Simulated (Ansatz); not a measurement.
A nudged elastic band was laid between two geometries of C$_{2}$H$_{6}$O$_{2}$ (10 atoms, charge 0, multiplicity 1).

Theory: Ansatz, RKS r2SCAN-D4/def2-SVP.

```
movable images  : 7
climbing image  : yes
spring          : 5.0 eV/Å²
optimiser       : quadratic models (default)
start path      : IDPP
force threshold : 0.05 eV/Å
iteration limit : 60
end points      : relaxed
```

Image 0:

```xyz
10
Properties=species:S:1:pos:R:3
C -0.074 1.297 -0.526
O -0.324 0.384 0.507
C 0.275 -0.867 0.283
O -0.074 -1.733 1.296
H -0.437 0.926 -1.507
H -0.603 2.230 -0.286
H 1.007 1.523 -0.630
H 1.382 -0.785 0.295
H -0.031 -1.236 -0.729
H -1.040 -1.789 1.300
```

Image 8:

```xyz
10
Properties=species:S:1:pos:R:3
C -0.323 1.117 -0.780
O -0.673 0.151 0.173
C 0.418 -0.642 0.568
O -0.013 -1.616 1.441
H -1.234 1.673 -1.045
H 0.426 1.836 -0.390
H 0.094 0.660 -1.702
H 1.175 -0.036 1.108
H 0.905 -1.065 -0.348
H -0.692 -2.129 0.979
```

(1) Which bonds break or form, and what moves?

(2) What energy profile does the band end with?

(3) What is the geometry of the highest image?

(4) What are the harmonic wavenumbers there?

Answers

(1) No bond is made or broken. The dihedral H7–C1–O2–C3 goes from -63 to 59°. The two ends are copies of one structure, up to a mirror image or an exchange of like atoms.

(2) The run converged. The highest image is number 4 of 0 to 8, 2.6 kcal/mol above the ends, which have the same energy within 2 meV. A vibrational analysis at the climbing image gives one clearly imaginary mode, 238i cm⁻¹: a first-order saddle point.

```tsv
image	path coordinate (Å)	energy (kcal/mol)	dihedral H7–C1–O2–C3 (°)
0	0.00	0.0	-63
1	0.39	0.2	-51
2	0.77	1.0	-37
3	1.16	2.1	-20
4	1.54	2.6	-2
5	1.93	2.1	17
6	2.32	1.0	34
7	2.71	0.2	49
8	3.10	0.0	59
```

(3) 
```xyz
10
Properties=species:S:1:pos:R:3
C -0.239 1.226 -0.665
O -0.561 0.264 0.312
C 0.391 -0.764 0.451
O -0.063 -1.679 1.375
H -1.007 1.244 -1.459
H -0.191 2.230 -0.210
H 0.737 1.026 -1.145
H 1.353 -0.371 0.838
H 0.581 -1.224 -0.550
H -0.917 -2.004 1.056
```

(4) 238i, 103, 298, 388, 548, 975, 1085, 1123, 1163, 1174, 1232, 1249, 1390, 1434, 1457, 1484, 1485, 1528, 2876, 2989, 3000, 3080, 3088, 3805 cm⁻¹.

Run time: 43 s on 2 threads of Intel(R) Xeon(R) Platinum 8488C (Sapphire Rapids) (shared host), peak memory 0.16 GiB.
